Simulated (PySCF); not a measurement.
C5H8O.
Numbering: `[CH3:1]/[CH:2]=[CH:3]/[C:4]([CH3:5])=[O:6]` (hydrogens: H7, H8, H9 on C1; H10 on C2; H11 on C3; H12, H13, H14 on C5)

Geometry (PBE0-D3(BJ)/def2-SVP, Å), atoms numbered from 1 in this order:
```xyz
14
C5H8O angstrom
C     -2.5252   -0.4713    0.0622
C     -1.2078    0.0722    0.4797
C     -0.0115   -0.3259    0.0252
C      1.2408    0.3031    0.5245
C      2.5258   -0.2055   -0.0790
O      1.2318    1.1740    1.3680
H     -3.1558    0.3262   -0.3658
H     -2.4291   -1.2765   -0.6800
H     -3.0777   -0.8613    0.9335
H     -1.1956    0.8753    1.2284
H      0.0698   -1.1209   -0.7244
H      2.5080   -0.0851   -1.1742
H      2.6375   -1.2834    0.1213
H      3.3781    0.3405    0.3431
```

Linear response at CAM-B3LYP/def2-SVPD (PySCF, frozen core in the response, non-relativistic).

Static isotropic polarisability: 67.17 au (9.95 Å³), principal values 47.2, 63.2, 91.0 au.

Question: What is the polarisability at 1064 nm and at the sodium D line?

Answer: 67.91 au at 1064 nm (+1.1 %), 69.74 au at 589.3 nm (+3.8 %). The rise at 589.3 nm is 3.46 times that at 1064 nm; a pure ω² law gives 3.26. The lowest singlet lies at 313 nm, shorter than both wavelengths.

Question: What is the isotropic C6 coefficient between two such molecules, C6 = (3/π)∫α(iω)² dω?

Answer: 1796 au (Eh·bohr⁶) by a ten-point quadrature over imaginary frequencies, which is 1070 eV·Å⁶ or 104 J·nm⁶/mol.

Question: Which effective excitation energy ω̄ makes London's formula C6 = (3/4)α²ω̄ exact here?

Answer: ω̄ = 4·C6/(3α²) = 0.531 Eh = 14.4 eV. A one-pole form α(ω) = α/(1 − ω²/ω̄²) fitted to the 1064 nm value gives 11.1 eV.

Question: The lowest 6 singlets have (eV, f): 3.96, 0.000; 5.82, 0.365; 7.22, 0.029; 7.28, 0.000; 7.39, 0.000; 7.43, 0.007. What share of the static polarisability do they carry in the sum over states α = Σ f/ω²?

Answer: 8.51 au, 12.7 % of α; the largest term, 8.00 au, is that of the state at 5.82 eV. Their oscillator strengths add up to 0.40. Higher states carry the rest.

Question: How many electrons N does the Slater–Kirkwood formula C6 = (3/4)·√N·α^(3/2) need to give this C6?

Answer: N = (4·C6/3)²/α³ = 18.9; the species has 46 electrons in all.

Question: What molar refraction at the D line follows from R = (4π/3)·N_A·α′, with α′ the polarisability volume?

Answer: α′ = 10.33 Å³ gives R = 26.07 cm³/mol, for isolated, non-vibrating species.

Question: What n − 1 at the D line would an ideal gas of it have at 273.15 K and 1 atm (2.6868 × 10¹⁹ cm⁻³), by n − 1 = 2π·N·α′?

Answer: 17.45 × 10⁻⁴, a formal value whether or not that pressure can be reached.

One conformer stands for the species.
